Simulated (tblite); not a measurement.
Compound: diphosphorus tetrafluoride, P2F4.
Cartesian coordinates in Å at the GFN2-xTB level; atoms count from 1:
```xyz
6
P2F4 angstrom
F     -1.4915   -0.3497   -1.3362
P     -0.8954   -0.6796    0.1329
F     -1.7730    0.4595    0.8783
P      0.8950    0.6798   -0.1393
F      1.4964    0.3517    1.3279
F      1.7716   -0.4596   -0.8851
```

Level: GFN2-xTB in tblite, geometry and Hessian alike; calculated harmonic values, unscaled, isolated species. Errors from tens to a few hundred cm⁻¹ against measured bands are possible. One conformer, not necessarily the lowest.

Harmonic wavenumbers (cm⁻¹): 39.0, 108.2, 175.1, 206.8, 244.0, 327.2, 350.6, 493.1, 686.7, 725.5, 750.7, 761.6.

A = 3738, B = 1766, C = 1384 MHz; mass 137.941 u (most abundant isotopes); point group C2h, symmetry number 2.

Question: Zero-point energy?

Answer: Half the sum of the wavenumbers: 2434 cm⁻¹ = 6.96 kcal/mol.

Question: Entropy at 350 K, 1 bar (ideal gas, RRHO, classical rotation)?

Answer: Translation 41.50, rotation 27.06, vibration 21.87: S = 90.4 cal/(mol K).

Question: And Cp and H(350 K) − H(0)?

Answer: Cp = 26.24 cal/(mol K), of which vibrations give 18.29 (their classical limit is 12 R = 23.8); H(350 K) − H(0) = 6.59 kcal/mol without the zero-point energy, 3.81 from vibrations.

Question: Which modes carry the vibrational entropy at 350 K?

Answer: 39.0 cm⁻¹: 5.63; 108.2 cm⁻¹: 3.61; 175.1 cm⁻¹: 2.68; 206.8 cm⁻¹: 2.37; 244.0 cm⁻¹: 2.06; 327.2 cm⁻¹: 1.54 cal/(mol K); the other 6 give 3.97 together.

Question: Blend soft modes into free rotors: weight 1/[1 + (100 cm⁻¹/ν̃)⁴] for the oscillator and the rest for a rotor with moment μB/(μ + B), μ = h/(8π²ν), B = 10⁻⁴⁴ kg m². What vibrational entropy results?

Answer: 19.92 cal/(mol K) in place of 21.87, which changes −T·S at 350 K by +0.68 kcal/mol.

Hindered rotation and anharmonicity are outside this model. Other conformers, if any are populated, would add a mixing term that is left out.

Time: 0.11 s. Hardware: Arm Neoverse V1, one thread, shared host. This covers the Hessian and the dipole derivatives.
